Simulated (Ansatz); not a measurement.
## How fast does O move in SrTiO$_{3}$?

These are results of Ansatz, DFT r2SCAN, scalar-relativistic, plane waves, PAW, not measurements. (500 eV cutoff, 2×2×2 k-mesh, shifted by half a step, Gaussian smearing of 0.02 eV, no spin polarisation)

Host crystal, relaxed:

```yaml
crystal:
  lattice:
    - [3.90727, 0.00000, 0.00000]
    - [0.00000, 3.90727, 0.00000]
    - [0.00000, 0.00000, 3.90727]
  atoms:
    - { symbol: Sr, position: [0.00000, 0.00000, 0.00000] }
    - { symbol: Ti, position: [0.50000, 0.50000, 0.50000] }
    - { symbol: O, position: [0.50000, 0.00000, 0.50000] }
    - { symbol: O, position: [0.50000, 0.50000, 0.00000] }
    - { symbol: O, position: [0.00000, 0.50000, 0.50000] }
```

In a supercell of 20 host sites with charge +2, O trades places with a neighbouring O vacancy, moving 2.49 Å. Climbing-image nudged elastic band at fixed cell; the order of the saddle wasn't checked, and the small cell leaves errors of about a tenth of an eV.

```tsv
image	path (Å)	E − E(0) (eV)
0	0.00	0.000
1	0.47	0.160
2	0.93	0.599
3	1.40	0.817
4	1.86	0.599
5	2.32	0.160
6	2.79	0.000
```

Problem. What are the barriers forward and back, and what attempt frequency does the shape suggest?

Solution. Forward 0.82 eV, back 0.82 eV, the ends being level. For a sinusoidal profile E_b sin²(πx/l), with the O atom alone moving, ν = (1/l)√(E_b/2m) = 6.3×10¹² s⁻¹, within an order of magnitude of the customary 10¹³ s⁻¹; a true prefactor needs the vibrations at the minimum and at the saddle.

Problem. With ν = 10¹³ s⁻¹, how often does the exchange happen at 300, 600 and 1000 K once atom and vacancy are neighbours, taking the host as solid throughout? Does that give the diffusivity?

Solution. k = ν exp(−E_b/k_BT):
```tsv
T (K)	k (1/s)	wait (s)
300	0.19	5.4
600	1.4×10⁶	7.3×10⁻⁷
1000	7.6×10⁸	1.3×10⁻⁹
```

No. The atom can jump only when a vacancy is beside it, so where vacancies are thermal the activation energy of diffusion adds the vacancy's formation energy; where doping, quenching or off-stoichiometry fixes their number, it doesn't. And repeated exchanges only swap the two back and forth: O gets on when the vacancy moves round it by other jumps, which the correlation factor counts. An error of 0.1 eV in the barrier changes k by a factor of 48 at 300 K and 3.2 at 1000 K.

Cost: 1 run of about 95 core-minutes, on AMD EPYC (Zen 3) (shared hosts).